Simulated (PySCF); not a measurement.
# SNF: singlet, from a bent start

Aim: relax SNF as a singlet from a bent start, check by its vibrations whether the end is a minimum, and collect its spectrum and constants.

Program: PySCF 2.14.0. Level of theory: PBE, basis S def2-TZVP, N def2-TZVP, F def2-TZVP, no relativity, density fitting. These are calculated values, not measurements.

**1. Where the work starts**

3 atoms, charge 0, spin multiplicity 1.

Bond lengths: S1–N2 1.540 Å, S1–F3 1.670 Å. Angles: N2–S1–F3 110.0°.

```xyz
3
charge 0 multiplicity 1
S     0.0000    0.0000    0.0000
N    -1.2615    0.0000    0.8833
F     1.3680    0.0000    0.9579
```

**2. Finding the electronic state**

One driver script runs all steps and calls PySCF; scf.py shows how it sets up the SCF of each step. The optimiser is the driver's own. After this first run the driver tries any further starts and a stability analysis.

scf.py

```python
from pyscf import gto, scf, dft
mol = gto.M(atom='''
S      0.000000     0.000000     0.000000
N     -1.261500     0.000000     0.883300
F      1.368000     0.000000     0.957900''',
    basis={'S': 'def2-TZVP', 'N': 'def2-TZVP', 'F': 'def2-TZVP'},
    charge=0, spin=0)
mf = dft.RKS(mol, xc='PBE')
mf.grids.atom_grid = (50, 194)
aux = {'S': 'def2-universal-JKFIT', 'N': 'def2-universal-JKFIT', 'F': 'def2-universal-JKFIT'}
mf = mf.density_fit(auxbasis=aux)
mf.conv_tol = 1e-08
mf.diis_space = 10
mf.max_cycle = 60
mf.init_guess = 'minao'
mf.verbose = 4
mf.kernel()
```

The run is started by

```sh
OMP_NUM_THREADS=2 python axn.py task.json out
```

The runs that follow: Relaxation: bent start, singlet; Hessian and properties.

Q: Predict the outcome of this session. Wanted: minimum; geometry; wavenumbers; dipole moment; highest occupied, lowest empty level; polar-tensor charge of S1; zero-point energy; atomisation energy.

As calculated:

| quantity | value |
| --- | --- |
| minimum | singlet, Cs |
| geometry | S–F 1.693 Å, S–N 1.455 Å; F–S–N 117.2° |
| wavenumbers (cm⁻¹) | 350 (a'), 617 (a'), 1368 (a') |
| dipole moment | 1.84 D |
| highest occupied, lowest empty level | -7.66, -4.48 eV |
| polar-tensor charge of S1 | +0.83 e |
| zero-point energy | 14.0 kJ/mol |
| entropy at 298.15 K | 260.7 J/(mol K) |
| atomisation energy (no zero-point energy) | 943 kJ/mol |

The bent start keeps its Cs symmetry and ends in a minimum. In the infrared the band at 617 cm⁻¹ (a', stretch) leads. Other starts or spin states, not run here, may lie lower.
